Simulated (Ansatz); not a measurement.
For Se (R-3, No. 148), LDA in Ansatz (plane waves, PAW) gives:

| Property | Value |
|---|---|
| lattice parameter a | 10.600 Å |
| lattice parameter c | 4.376 Å |

Q: What does r²SCAN-D4 (PAW; Ansatz, a first-principles code) give for the same quantities?

A: 
- lattice constant a: 11.286 Å (goes up by 6.5 %)
- lattice parameter c: 4.537 Å (rises by 3.7 %)

Changes are worked out from the printed values.

Unless a cell is named, each level is at its own relaxed cell (LDA 23.66, r²SCAN-D4 27.81 Å³/atom).

Caveats: LDA has no dispersion term either, though it tends to give short spacings of layers, chains or molecules (LDA). Ansatz's density-functional and Hartree–Fock values are scalar-relativistic unless marked +SOC, with PAW data made under PBE.
